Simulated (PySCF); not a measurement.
cyclopropene, C3H4, SMILES C1=CC1, point group C2v.

Level: PBE0/pcSseg-1 in PySCF (density fitting, grid level 2); geometry and Hessian at that level, cubic constants and property derivatives from steps of ±0.6 along each species' dimensionless normal coordinates, second-order vibrational perturbation theory. The parent has the commonest isotopes.

Equilibrium geometry (Å):

```tsv
atom	x	y	z
C1	0.8076	-0.3441	-0.0767
C2	0.2903	0.8324	0.0278
C3	-0.6897	-0.3023	-0.0041
H4	1.6774	-0.9797	-0.1607
H5	0.4091	1.9043	0.0954
H6	-1.1982	-0.6078	0.9170
H7	-1.2832	-0.4832	-0.9070
```

Species: ¹³C at 1, ¹³C at 2. Output of the displacement run:

```
mode    cm-1    km/mol   phi_rrr   E(+)/cm-1  E(-)/cm-1
  1    620.98    95.02       0.1     117.20     117.21
  2    808.24    19.89       0.1     145.61     145.61
  3    875.11     0.00       0.4     159.41     159.46
  4    932.47     6.82      29.3     170.26     168.14
  5   1019.55     0.00       0.1     184.58     184.60
  6   1030.00    28.28      -0.1     186.51     186.45
  7   1081.01    38.17       0.2     196.04     196.07
  8   1109.45     1.39       0.1     200.81     200.78
  9   1171.66     0.74    -223.1     203.13     219.17
 10   1512.47     1.01     -80.8     269.63     275.48
 11   1697.05    12.63    -412.4     291.14     320.82
 12   3050.21    56.70    1348.5     600.20     503.27
 13   3117.56    42.28     -11.2     563.85     564.67
 14   3257.16     3.23       8.9     589.33     588.68
 15   3299.02     0.83    1352.2     645.06     547.85
```

For the shielding of C1 (σe = 67.33 ppm):

```tsv
mode	ω (cm⁻¹)	Σr φrrs (cm⁻¹)	∂σ/∂q	∂²σ/∂q²
1	621	0	-0.001	-3.751
2	808	0	-0.319	-0.928
3	875	0	-0.002	-4.401
4	932	182	4.658	-0.884
5	1020	1	0.015	-1.074
6	1030	1	1.702	-0.948
7	1081	1	3.887	-0.337
8	1109	0	-0.005	-0.993
9	1172	-565	1.517	-0.782
10	1512	244	1.072	-0.353
11	1697	-761	-9.004	-0.769
12	3050	1204	2.417	-0.366
13	3118	-4	-0.006	-0.391
14	3257	1	4.826	-0.849
15	3299	-198	0.526	-0.890
```

Work out the zero-point average of this shielding.

With ⟨qs⟩ = −Σr φrrs/(4ωs) and ⟨qs²⟩ = 1/2: the mean displacements are 0.000, 0.000, 0.000, -0.049, 0.000, 0.000, 0.000, 0.000, 0.120, -0.040, 0.112, -0.099, 0.000, 0.000, 0.015. The anharmonic term Σ (∂σ/∂q)⟨q⟩ is -1.33 ppm, the harmonic term ¼ Σ ∂²σ/∂q² is -4.43 ppm, so ⟨σ⟩ = 61.57 ppm.
